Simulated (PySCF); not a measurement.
**Static response to an electric field**

Compound: phosphorus tetramer, P4.
Atom-mapped SMILES: `[p:1]12[p:2]3[p:3]1[p:4]23`

Structure used (GFN2-xTB), in Å, numbered top down from 1:
```
atom  x, y, z in Å
P1     1.2231   -0.1737   -0.5246
P2    -0.4664    1.2020   -0.3631
P3    -0.8169   -0.9519   -0.4635
P4     0.0704   -0.0716    1.3284
```

Level: B3LYP/def2-SVPD (PySCF), static field, nuclei fixed, core orbitals frozen in the response. The polarisability tensor in these axes (au):

```
x   87.45  0.00  0.00
y    0.00 87.46  0.01
z    0.00  0.01 87.45
```

**Question.** Diagonalise the tensor; give its mean and Δα, where Δα² is half the sum of the squared differences of the eigenvalues.

**Answer.** Principal values 87.45, 87.45 and 87.46 au; mean 87.45 au = 12.96 Å³ = 14.42 × 10⁻⁴⁰ C²·m²/J; Δα = 0.01 au (0 % of the mean). Point group Td makes the tensor isotropic, so any spread comes from the grid or from a geometry that is symmetric only within 0.08 Å.

**Question.** What is the dipole moment?

**Answer.** 0.00 D; point group Td allows none.

**Question.** In TDDFT the mean static polarisability is Σ f/ω² over all singlet excitations (ω in hartree). How much of it do the 8 lowest give? Their energies (eV) and oscillator strengths: 5.30, 0.0000; 5.30, 0.0000; 5.30, 0.0000; 5.54, 0.0000; 5.55, 0.0000; 5.55, 0.0000; 5.67, 0.0074; 5.67, 0.0076.

**Answer.** They add up to 0.34 au, 0.4 % of the 87.45 au; the largest single term is 0.17 au, from the state at 5.67 eV. Terms in order: 0.00, 0.00, 0.00, 0.00, 0.00, 0.00, 0.17, 0.17 au. Higher excitations give the rest. The strengths listed sum to 0.015.

**Question.** What would n − 1 = 2πNα be for an ideal gas of these molecules at 350 K and 1 atm, electronic part alone?

**Answer.** N = p/kT = 2.0968 × 10¹⁹ cm⁻³, so n − 1 = 2π × N × 12.96 × 10⁻²⁴ cm³ = 1707 × 10⁻⁶ at long wavelengths.

**Question.** Estimate the molar refractivity from the static electronic polarisability.

**Answer.** Lorentz–Lorenz: R = (4π/3)N_A α = 2.5225 cm³/(mol·Å³) × 12.96 Å³ = 32.7 cm³/mol, in the limit of long wavelengths.

**Question.** Find the Langevin capture rate constant for O2+ (31.990 u) meeting this molecule (123.895 u), k = 2.342 × 10⁻⁹ cm³/s × √(α in Å³ / reduced mass in u).

**Answer.** The reduced mass is 25.43 u, so k = 1.67 × 10⁻⁹ cm³/s.

Geometry: GFN2-xTB; no solvent, vibrations or thermal averaging.
